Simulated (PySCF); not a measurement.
Gas-phase reaction: 2 BF + 3 Cl ⇌ BF2 + BCl3

Energies from PySCF (xtb for GFN2), thermal terms from the rigid-rotor harmonic-oscillator model, ideal gas at 1 bar. Table values come from the NASA 1993 polynomials. After a fit of one offset per element over all species, the range-separated, M06-2X, PBE0/def2-QZVP and CCSD(T)/def2-TZVPP enthalpies, where run, lie to one side of the table for BF2 (+92 kJ/mol): a fault of the table's entry, another state or a shared error of the levels is possible; this was not checked at source. † marks an energy on the PBE0/def2-TZVP geometry and frequencies; other levels use their own. CCSD(T) freezes the core. 6-31G* has spherical d functions here. Open shells (unrestricted): Cl (multiplicity 2), BF2 (multiplicity 2); the rest are closed-shell singlets. GFN2 has no spin-polarisation term. Spin-orbit splitting is ignored; it lowers the true energy and changes the entropy of Cl. B3LYP is the form with VWN-RPA correlation. CCSD(T) isn't extrapolated to the basis-set limit. The table's entry may be an old estimate for BF, BF2 (not checked at source).

```tsv
level	ΔH°(298 K), kJ
table	-1125.0
B3LYP/6-31G*	[?]
BLYP/def2-TZVP†	[?]
CCSD(T)/def2-TZVPP†	-1017.4
GFN2-xTB	-1099.8
PBE/def2-TZVP†	[?]
```

Problem. Some entries are withheld; supply them.

Solution. 
- B3LYP/6-31G*, ΔH°(298 K), kJ: -1040.3
- BLYP/def2-TZVP†, ΔH°(298 K), kJ: -1024.7
- PBE/def2-TZVP†, ΔH°(298 K), kJ: -1133.1
